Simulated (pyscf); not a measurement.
Single points on ωB97X-D3(BJ)/def2-SVP structures (PySCF, gas phase). MP2 and CC: frozen core, UHF for open shells. ΔMP2 is the change of the MP2 total energy from the triple- to the quadruple-zeta basis.

SMILES: [SiH3]Br
```xyz
5

Si     0.2420    -0.1187    -0.2647
Br     0.5627     0.1108    -2.4499
H     -0.4829     1.0775     0.2357
H     -0.5623    -1.3455    -0.0306
H      1.5663    -0.2349     0.3983
```

Question: What are the homolytic bond dissociation enthalpies (298 K) of `[SiH3][Br]` at CCSD(T)/def2-TZVPP + ΔMP2(QZVPP), weakest first?

Answer: H–Si to •H₂Si–Br + H•: 381.2 kJ/mol; Br–Si to SiH₃• + Br•: 400.7 kJ/mol. Ring and multiple bonds, and those that leave no two simple radicals, are not listed. The CCSD(T) − MP2 part came from Ansatz, without density fitting, on the same reference. The frozen core leaves the outer d or s,p core shells of the metals and heavy elements correlated in the MP2 and CC values, and def2-TZVPP describes them poorly, which can shift differences by a few kcal/mol. Left out: the spin-orbit lowering of Br, which is large for Br, Se, Te and I. Elements up to Kr have no core potential and no relativistic terms here.
